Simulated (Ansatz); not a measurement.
`CP(C)(C)=N`, charge 0, multiplicity 1.

(1) Give a relaxed structure at PBE0-D4/def2-TZVP (the Gaussian-basis code of Ansatz). (Best estimate.)

Results:

(1) Computed: 
Z-matrix (Å, degrees):
```
C
P 1 1.821
H 1 1.091 2 108.7
H 1 1.092 2 109.0 3 -117.9
H 1 1.092 2 112.3 3 121.4
C 2 1.821 1 102.4 3 -174.6
C 2 1.800 1 104.7 3 -65.5
N 2 1.557 1 118.0 3 54.1
H 6 1.091 2 108.7 1 174.5
H 6 1.092 2 109.0 1 -67.6
H 6 1.092 2 112.3 1 53.2
H 7 1.091 2 111.6 1 -53.8
H 7 1.091 2 108.6 1 -174.9
H 7 1.091 2 108.6 1 67.4
H 8 1.011 2 117.0 1 61.9
```
Point group Cs.
This is one stationary point; other conformers may exist.
